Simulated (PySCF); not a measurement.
Mayer bond orders and bond lengths

Compound: C4H6F (charge +1).
Numbering: `[CH2:1]=[C:2]([F:3])[CH+:4][CH3:5]` (hydrogens: H6, H7 on C1; H8 on C4; H9, H10, H11 on C5)

Cartesian coordinates in Å at the GFN2-xTB level; atoms count from 1:
```xyz
11
C4H6F angstrom
C     -2.0101    0.2861   -0.2843
C     -0.6812    0.4876   -0.0863
F     -0.2246    1.7291    0.0429
C      0.2851   -0.5382   -0.0070
C      1.6745   -0.2805    0.1931
H     -2.6878    1.1280   -0.3370
H     -2.4225   -0.7040   -0.3940
H     -0.0744   -1.5568   -0.1088
H      2.3177   -1.1139   -0.0865
H      1.8415   -0.1159    1.2745
H      1.9872    0.6811   -0.2326
```

Bond orders from the PBE0/pcSseg-1 density (PySCF). Isolated species at its GFN2-xTB geometry (one conformer only). GFN2-xTB frequencies show an imaginary mode (107i cm⁻¹), so this geometry is no minimum at that level.

**Question.** How far do the computed orders between heavy atoms stray from the drawn ones?

**Answer.** The largest departure is 0.418, at C1–C2 (drawn double, 1.582). Drawn single, order above 1.12: C2–C4 (1.228) and C4–C5 (1.183). Drawn double or triple, more than 0.30 short of the drawn order: C1–C2 (1.582). The SMILES, with its formal charges, is one Lewis structure only.

**Question.** Give the Mayer order of every bond, beside its length.

**Answer.** 
```csv
bond,drawn as,length (Å),Mayer order
C1–C2,double,1.359,1.582
C2–F3,single,1.329,1.025
C2–C4,single,1.412,1.228
C4–C5,single,1.427,1.183
C1–H6,single,1.082,0.908
C1–H7,single,1.078,0.930
C4–H8,single,1.085,0.935
C5–H9,single,1.089,0.920
C5–H10,single,1.107,0.842
C5–H11,single,1.097,0.908
```

By pair of heavy elements: C–C: lowest C4–C5 (1.183, 1.427 Å), highest C1–C2 (1.582, 1.359 Å).

**Question.** Sum the orders of all bonds at each heavy atom with more than one neighbour and set the sums beside the valence in the SMILES.

**Answer.** C1 3.420 (drawn 4), C2 3.835 (drawn 4), C4 3.346 (drawn 3), C5 3.853 (drawn 4). Orders between atoms that aren't bonded are not in these sums.

The Mayer order sums products of elements of PS (density times overlap matrix) between the two atoms' basis functions, so it depends on the basis set.
